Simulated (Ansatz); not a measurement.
A nudged elastic band was laid between two geometries of AlFH4S (7 atoms, charge 0, multiplicity 1).

All numbers below come from RKS B3LYP/def2-SVP in Ansatz 0.2.0.

```json
{
  "movable images": "8",
  "climbing image": "no",
  "spring": "5.0 eV/Å²",
  "optimiser": "quadratic models (default)",
  "start path": "through a guess of the saddle point",
  "force threshold": "0.03 eV/Å",
  "iteration limit": "60",
  "end points": "relaxed"
}
```

First end point:

```xyz
7
Properties=species:S:1:pos:R:3
Al -0.016 0.036 -0.020
F -0.501 0.436 1.545
H 1.512 0.290 -0.355
H -1.168 -0.038 -1.107
S 0.148 -2.539 0.469
H -1.120 -2.669 0.927
H 0.654 -2.380 1.716
```

Last end point:

```xyz
7
Properties=species:S:1:pos:R:3
Al 0.109 -0.365 -0.148
F -0.071 -0.152 1.802
H 1.508 0.255 -0.520
H -1.293 0.016 -0.762
S 0.273 -2.583 0.555
H -1.048 -2.853 0.428
H 0.031 -1.182 1.818
```

Problem. Which bonds break or form, and what moves?

Solution. Bonds broken: S5–H7.

Problem. What energy profile does the band end with?

Solution. The run converged. The highest image is number 9 of 0 to 9, 61.0 kJ/mol above the first end and 0.0 kJ/mol above the last; the last end lies 61.0 kJ/mol above the first. The highest image is an end point: on this band no image between the ends rises above it. The orbitals stay closed-shell, which can raise the energy where a bond breaks towards radicals; this wasn't checked here.

```tsv
image	path coordinate (Å)	energy (kJ/mol)	S5–H7 (Å)
0	0.00	0.0	1.35
1	0.25	0.2	1.35
2	0.49	0.4	1.35
3	0.74	0.6	1.36
4	0.99	1.3	1.36
5	1.23	4.2	1.36
6	1.48	12.0	1.38
7	1.73	31.2	1.45
8	1.98	56.9	1.64
9	2.22	61.0	1.90
```

The band took 15 iterations and of the order of 5 core-minutes.

The run took 4.7 min on 1 thread of Arm Neoverse V1, with other jobs on the host, peak memory 0.11 GiB.
